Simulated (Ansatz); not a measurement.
Two isomers of C3H4F2O: A = `CC(=O)C(F)F`, B = `CC(F)(F)C=O`.

Isolated molecules relaxed with PBE0-D4/def2-TZVP in Ansatz; ΔE leaves out vibrations. CCSD(T)/CBS is the MP2 limit (def2-TZVPP, def2-QZVPP) plus CCSD(T) − MP2 in def2-TZVPP, frozen cores. DFT in def2-TZVPP. B3LYP here is the variant with VWN-RPA as its local correlation; programs differ in this. Each species was taken in one conformer, which may not be the lowest.

(1) Which isomer does CCSD(T)/CBS put lower? Give the gap. (Estimate.)

(2) Give E(B) − E(A) in kJ/mol with r2SCAN-D4, B2PLYP, HF/def2-TZVPP, PBE-D4, B3LYP, CCSD(T)/def2-TZVPP, ωB97M-V. (Best estimate.)

Largest T1 diagnostic: 0.013.

Results:

(1) Ansatz gave: A, by 2.9 kJ/mol.

(2) Ansatz gave: r2SCAN-D4 4.8, B2PLYP 5.1, HF/def2-TZVPP 5.2, PBE-D4 7.4, B3LYP 6.7, CCSD(T)/def2-TZVPP 2.8, ωB97M-V 3.4. None reverses the order clearly.
